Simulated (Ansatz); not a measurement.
# singlet S₂O: levels of theory in one basis

```xyz
3

S    -0.0008    0.3941   -1.5568
S    -0.0104   -0.6060    0.1653
O     0.0134    0.2260    1.4024
```

Basis set: def2-SVP (spherical functions). Left uncorrelated: 11 orbitals. Charge 0, multiplicity 1.

Computed with Ansatz (development build ahead of 0.2.0); each method stands on the lowest determinant of its kind that the runs found.

```json
{"method": "RHF", "E − E(RHF) (eV)": "0.00", "<S²> of the determinant": "–"}
{"method": "UHF", "E − E(RHF) (eV)": "-0.79", "<S²> of the determinant": "0.82"}
{"method": "RHF-MP2", "E − E(RHF) (eV)": "-12.96", "<S²> of the determinant": "–"}
{"method": "UHF-MP2", "E − E(RHF) (eV)": "-11.84", "<S²> of the determinant": "0.82"}
{"method": "RHF-CCSD(T)", "E − E(RHF) (eV)": "-13.83", "<S²> of the determinant": "–"}
{"method": "RHF-CCSDT(Q)", "E − E(RHF) (eV)": "-13.95", "<S²> of the determinant": "–"}
{"method": "UHF-CCSDT(Q)", "E − E(RHF) (eV)": "-13.99", "<S²> of the determinant": "0.82"}
```

Task: What does UHF-CCSD(T) give on the same scale?

Result: -13.66 eV.

Caution for RHF, RHF-MP2, RHF-CCSD(T), RHF-CCSDT(Q): an unrestricted determinant lies well below. Caution for UHF, UHF-MP2, UHF-CCSD(T), UHF-CCSDT(Q): the unrestricted determinant is a mixture of spin states. Caution for UHF-MP2, UHF-CCSD(T), UHF-CCSDT(Q): a plain start can end on a higher determinant. Caution for UHF-CCSD(T): another reference gives a lower total.
